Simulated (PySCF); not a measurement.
# Energy of C (carbon, neutral) between two integer charges

The 2p alpha orbital of [He] 2s2 2p2 is emptied in steps (occupation f), with all orbitals relaxed, ending at [He] 2s2 2p1. Calculation: PySCF 2.14, in x2c-TZVPall; scalar relativity by spin-free X2C-1e. The exact energy is a straight line in f; departures are measured from the line between the end points of the same method.

| f | UHF (eV) | LDA (eV) | PBE (eV) | PBE0 (eV) | r2SCAN (eV) | LC-wPBE (eV) | BHandHLYP (eV) | wB97X (eV) | MN15 (eV) | r2SCAN0 (eV) |
| --- | --- | --- | --- | --- | --- | --- | --- | --- | --- | --- |
| 1 | 0.000 | 0.000 | 0.000 | 0.000 | 0.000 | 0.000 | 0.000 | 0.000 | 0.000 | 0.000 |
| 0.75 | 0.203 | -1.065 | -1.040 | -0.734 | -0.963 | -0.192 | -0.432 | -0.243 | -0.595 | -0.677 |
| 0.5 | 0.257 | -1.440 | -1.400 | -0.983 | -1.281 | -0.256 | -0.579 | -0.322 | -0.797 | -0.897 |
| 0.25 | 0.184 | -1.092 | -1.055 | -0.738 | -0.949 | -0.190 | -0.435 | -0.235 | -0.596 | -0.663 |
| 0 | 0.000 | 0.000 | 0.000 | 0.000 | 0.000 | 0.000 | 0.000 | 0.000 | 0.000 | 0.000 |

| method | E(f=0) − E(f=1) (eV) | −ε at f=1 (eV) | −ε at f=0.5 (eV) |
| --- | --- | --- | --- |
| UHF | 10.797 | 11.937 | 10.748 |
| LDA | 11.678 | 6.091 | 11.603 |
| PBE | 11.528 | 6.051 | 11.487 |
| PBE0 | 11.506 | 7.624 | 11.493 |
| r2SCAN | 11.661 | 6.546 | 11.695 |
| LC-wPBE | 11.668 | 10.660 | 11.671 |
| BHandHLYP | 11.344 | 9.060 | 11.335 |
| wB97X | 11.386 | 10.104 | 11.404 |
| MN15 | 11.309 | 8.159 | 11.305 |
| r2SCAN0 | 11.604 | 7.996 | 11.638 |

Orbital energy along the path (eV):

```json
{"f": "1", "UHF": "-11.937", "LDA": "-6.091", "PBE": "-6.051", "PBE0": "-7.624", "r2SCAN": "-6.546", "LC-wPBE": "-10.660", "BHandHLYP": "-9.060", "wB97X": "-10.104", "MN15": "-8.159", "r2SCAN0": "-7.996"}
{"f": "0.75", "UHF": "-11.296", "LDA": "-8.773", "PBE": "-8.709", "PBE0": "-9.530", "r2SCAN": "-9.090", "LC-wPBE": "-11.149", "BHandHLYP": "-10.181", "wB97X": "-10.734", "MN15": "-9.707", "r2SCAN0": "-9.805"}
{"f": "0.5", "UHF": "-10.748", "LDA": "-11.603", "PBE": "-11.487", "PBE0": "-11.493", "r2SCAN": "-11.695", "LC-wPBE": "-11.671", "BHandHLYP": "-11.335", "wB97X": "-11.404", "MN15": "-11.305", "r2SCAN0": "-11.638"}
{"f": "0.25", "UHF": "-10.272", "LDA": "-14.549", "PBE": "-14.333", "PBE0": "-13.479", "r2SCAN": "-14.258", "LC-wPBE": "-12.191", "BHandHLYP": "-12.503", "wB97X": "-12.055", "MN15": "-12.918", "r2SCAN0": "-13.424"}
{"f": "0", "UHF": "-9.854", "LDA": "-17.548", "PBE": "-17.143", "PBE0": "-15.421", "r2SCAN": "-16.612", "LC-wPBE": "-12.646", "BHandHLYP": "-13.663", "wB97X": "-12.560", "MN15": "-14.423", "r2SCAN0": "-15.058"}
```

Reference removal energy between the ground levels: 11.260 eV (measured; NIST Atomic Spectra Database, ionization energies). The calculation has no spin-orbit coupling. UHF lacks correlation.
